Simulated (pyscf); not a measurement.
Thermochemistry of product channels of `[OH][B]([F])[F]` on the singlet surface, in kcal/mol, from CCSD(T)/def2-TZVPP + ΔMP2(QZVPP) energies (ideal gas, 1 atm, RRHO with modes under 100 cm⁻¹ raised to 100, one conformer, R ln 2 for rigid chiral ones). Single points on ωB97X-D3(BJ)/def2-SVP structures (PySCF, gas phase). MP2 and CC: frozen core, UHF for open shells. ΔMP2 is the change of the MP2 total energy from the triple- to the quadruple-zeta basis.

```json
[
 {"products": "`[B][OH]` [singlet] + `[F][F]`", "ΔE": "+253.8", "ΔH(298 K)": "+249.7", "ΔG(298 K)": "+239.1", "ΔG(600 K)": "+228.1"},
 {"products": "`[O]=[B][F]` + `[FH]`", "ΔE": "[?]", "ΔH(298 K)": "+57.6", "ΔG(298 K)": "+48.6", "ΔG(600 K)": "[?]"}
]
```

Question: Fill in the missing entries.

Answer: 
- `[O]=[B][F]` + `[FH]`, ΔE: +59.8
- `[O]=[B][F]` + `[FH]`, ΔG(600 K): +39.3

These are energies of the channels, which say nothing of barriers. B–OH [singlet] lies 44.5 kcal/mol over its isomer HB=O, and others may lie lower still (electronic energy, ωB97M-D3(BJ)). The CCSD(T) − MP2 part came from Ansatz, without density fitting, on the same reference.
